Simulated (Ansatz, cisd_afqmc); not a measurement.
Species: BeH, charge 0, doublet. BeH (SMILES [BeH], doublet).
B3LYP-D3(BJ)/def2-TZVP minimum from Ansatz (a first-principles code):
```xyz
2

Be     0.0000     0.0000    -0.2695
H      0.0000     0.0000     1.0779
```
Charge 0, spin multiplicity 2.

Total energies in def2-TZVPP, 3 correlated electrons, 1 frozen orbitals. UHF or UKS for unpaired electrons; spin-orbit terms are left out. Cores are frozen in correlated methods. No relativity. AFQMC is phaseless with a CISD trial state; ± is one standard error, without the phaseless bias. Outlying blocks are dropped, and bars are widened where a walk drifts. Over all cases where full CI ran beside it in this data, AFQMC minus full CI had a median of +0.1 mEh and passed +0.4 mEh in a tenth of the cases. Full CI freezes restricted core orbitals and the other rows unrestricted ones, which leaves a small offset even where coupled cluster is exact.

```csv
method,program,energy (Eh),error against FCI (mEh)
HF,Ansatz,-15.15132,42.07
MP2,Ansatz,-15.18248,10.91
CCSD,Ansatz,-15.19276,0.63
CCSD(T),Ansatz,-15.19318,0.20
CCSDT,Ansatz,-15.19339,-0.01
AFQMC/CISD,cisd_afqmc,-15.1933 ± 0.0001,0.1 ± 0.1
FCI,Ansatz,-15.19338,0.00
```
